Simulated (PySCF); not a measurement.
**Ionisation energy of Si by level of theory**

Si [Ne] 3s2 3p2 (3P) → Si⁺ [Ne] 3s2 3p1 (2P), as a difference of total energies. Calculation: PySCF 2.14, in aug-cc-pVQZ-DK (7s6p4d3f2g, 84 functions); scalar relativity by spin-free X2C-1e. Correlated levels: valence: [Ne] frozen. The calculations carry no spin-orbit coupling.

```tsv
method	ionisation energy (eV)
UHF	7.626
LDA	8.221
PBE	8.187
PBE0	8.209
r2SCAN	8.312
wB97X-V	8.023
TPSS	8.206
CAM-B3LYP	8.098
revPBE	8.173
MP2 (valence)	8.065
SCS-MP2 (valence)	7.977
```

Problem. How much does correlation contribute at MP2 (valence)?

Solution. 8.065 − (7.626) = 0.439 eV, measured against UHF.

Errors of the correlated levels include the incompleteness of this basis and the frozen core.

For comparison: 8.157 eV (measured; NIST levels, between the centres of gravity of the two terms).
